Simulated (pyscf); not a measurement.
`[NH2][W]([F])([F])([F])([F])[F]` → `[NH]=[W]([F])([F])([F])[F]` + `[FH]`, gas phase, singlet surface. Optimised with ωB97X-D3(BJ)/def2-SVP in PySCF. ΔG in kcal/mol from ωB97M-D3(BJ)/def2-TZVP energies (ideal gas, 1 atm, RRHO with modes under 100 cm⁻¹ raised to 100, one conformer, R ln 2 for chiral ones without a mode under 150 cm⁻¹).

```csv
T (K),ΔG
298,+10.3
600,+0.7
900,?
1200,-18.0
```

Q: Fit a line to the three values, predict ΔG at 900 K, and estimate where the reaction turns favourable at 1 atm of each gas.

A: Least squares gives ΔG = +19.6 − 31.3 × T/1000 K, so ΔS is about +131 J/(mol K) and ΔH about +19.6 kcal/mol over this range (ΔH at 298 K: +19.8). At 900 K the line gives -8.6; the computed value is -8.8. ΔG = 0 falls near 630 K; 1 kcal/mol in the energy moves that by 32 K. This is thermodynamics alone and says nothing of the barrier. Elements past Kr carry the def2 core potentials, without spin-orbit coupling.
